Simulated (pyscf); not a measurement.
Elementary routes open to HO–AsH₂ + H• in the gas phase (doublet surface):
A. AsH₂• + H₂O (As–O broken; H–O formed)
B. •O–AsH₂ + H₂ (H–O broken; H–H formed)

PySCF, gas phase, ωB97X-D3(BJ)/def2-SVP geometries.

Question: Rank the routes by free-energy barrier at 900 K, lowest first, for ωB97M-D3(BJ)/def2-TZVP energies (ideal gas, 1 atm, RRHO with modes under 100 cm⁻¹ raised to 100, one conformer, R ln 2 for chiral ones without a mode under 150 cm⁻¹).

Answer: A (116.3 kJ/mol), B (128.8 kJ/mol)

Route A is the fastest of these, ahead of the next by 12.5 kJ/mol. The most stable products are those of A (ΔG = -191.2 kJ/mol), so kinetics and thermodynamics agree. At 298 K A is still the fastest. Only these routes are compared; each barrier is that of the saddle found, and lower ones may exist. Elements up to Kr have no core potential and no relativistic terms here.
